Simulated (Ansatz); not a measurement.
Relaxation of C₄H₉N (14 atoms, charge 0, multiplicity 1), to a largest force component of 0.02 eV/Å in at most 50 steps.

Computed with Ansatz 0.2.0, RKS PBE0/def2-mTZVP.

```xyz
14
Properties=species:S:1:pos:R:3:forces:R:3
C -1.616 -0.723 1.009 -1.72 2.88 -0.36
C -0.217 -0.590 0.644 1.39 -0.44 0.08
C 0.313 0.154 -0.343 3.08 -1.11 1.53
C 1.911 0.098 -0.565 -3.51 -0.41 0.67
N -0.352 0.989 -1.182 -2.79 1.26 -0.04
H -1.823 -0.285 2.011 0.08 -0.48 -0.28
H -1.956 -1.722 0.973 -0.52 -1.20 0.06
H -2.274 -0.100 0.313 0.54 -0.95 0.72
H 0.434 -1.202 1.296 0.03 0.42 -0.74
H 2.290 1.075 -0.386 0.64 0.87 0.01
H 2.325 -0.615 0.137 0.14 -0.07 0.06
H 2.065 -0.227 -1.570 0.46 -0.12 -0.78
H -1.290 1.340 -0.801 1.91 -0.80 -0.83
H 0.177 1.779 -1.508 0.25 0.14 -0.10
```

Where does it end, and by what steps?

The run converged. The force dipped under the threshold on the way, but the program's further checks kept it going. After 26 steps the energy has fallen by 0.502 eV; H8 moved furthest, 0.82 Å.

```json
{"step": "0", "energy less start (eV)": "0.0000", "largest force component (eV/Å)": "3.509", "accepted": "yes"}
{"step": "1", "energy less start (eV)": "-0.4005", "largest force component (eV/Å)": "1.705", "accepted": "yes"}
{"step": "2", "energy less start (eV)": "-0.4775", "largest force component (eV/Å)": "0.332", "accepted": "yes"}
{"step": "3", "energy less start (eV)": "-0.4857", "largest force component (eV/Å)": "0.049", "accepted": "yes"}
{"step": "4", "energy less start (eV)": "-0.4860", "largest force component (eV/Å)": "0.030", "accepted": "yes"}
{"step": "5", "energy less start (eV)": "-0.4861", "largest force component (eV/Å)": "0.037", "accepted": "yes"}
{"step": "6", "energy less start (eV)": "-0.4865", "largest force component (eV/Å)": "0.033", "accepted": "yes"}
{"step": "7", "energy less start (eV)": "-0.4867", "largest force component (eV/Å)": "0.119", "accepted": "yes"}
{"step": "8", "energy less start (eV)": "-0.4874", "largest force component (eV/Å)": "0.062", "accepted": "yes"}
{"step": "9", "energy less start (eV)": "-0.4894", "largest force component (eV/Å)": "0.020", "accepted": "yes"}
{"step": "10", "energy less start (eV)": "-0.4821", "largest force component (eV/Å)": "0.457", "accepted": "no"}
{"step": "11", "energy less start (eV)": "-0.4911", "largest force component (eV/Å)": "0.097", "accepted": "yes"}
{"step": "12", "energy less start (eV)": "-0.4896", "largest force component (eV/Å)": "0.246", "accepted": "no"}
{"step": "13", "energy less start (eV)": "-0.4929", "largest force component (eV/Å)": "0.043", "accepted": "yes"}
{"step": "14", "energy less start (eV)": "-0.4942", "largest force component (eV/Å)": "0.052", "accepted": "yes"}
{"step": "15", "energy less start (eV)": "-0.4955", "largest force component (eV/Å)": "0.077", "accepted": "yes"}
{"step": "16", "energy less start (eV)": "-0.4956", "largest force component (eV/Å)": "0.209", "accepted": "yes"}
{"step": "17", "energy less start (eV)": "-0.4944", "largest force component (eV/Å)": "0.125", "accepted": "no"}
{"step": "18", "energy less start (eV)": "-0.4989", "largest force component (eV/Å)": "0.064", "accepted": "yes"}
{"step": "19", "energy less start (eV)": "-0.5000", "largest force component (eV/Å)": "0.036", "accepted": "yes"}
{"step": "20", "energy less start (eV)": "-0.4991", "largest force component (eV/Å)": "0.203", "accepted": "no"}
{"step": "21", "energy less start (eV)": "-0.4990", "largest force component (eV/Å)": "0.115", "accepted": "no"}
{"step": "22", "energy less start (eV)": "-0.5005", "largest force component (eV/Å)": "0.018", "accepted": "yes"}
{"step": "23", "energy less start (eV)": "-0.5008", "largest force component (eV/Å)": "0.063", "accepted": "yes"}
{"step": "24", "energy less start (eV)": "-0.5011", "largest force component (eV/Å)": "0.067", "accepted": "yes"}
{"step": "25", "energy less start (eV)": "-0.5015", "largest force component (eV/Å)": "0.012", "accepted": "yes"}
{"step": "26", "energy less start (eV)": "-0.5017", "largest force component (eV/Å)": "0.014", "accepted": "yes"}
```

```xyz
14
Properties=species:S:1:pos:R:3
C -1.633 -0.602 1.027
C -0.166 -0.548 0.744
C 0.387 0.120 -0.277
C 1.859 0.135 -0.532
N -0.361 0.788 -1.247
H -1.826 -0.967 2.037
H -2.171 -1.265 0.338
H -2.109 0.385 0.956
H 0.495 -1.114 1.390
H 2.253 1.158 -0.514
H 2.393 -0.442 0.222
H 2.088 -0.283 -1.517
H -1.313 0.994 -0.977
H 0.091 1.611 -1.623
```

Time of the run: 97 s on 2 threads of Arm Neoverse V1, with other jobs on the host, peak memory 0.27 GiB.
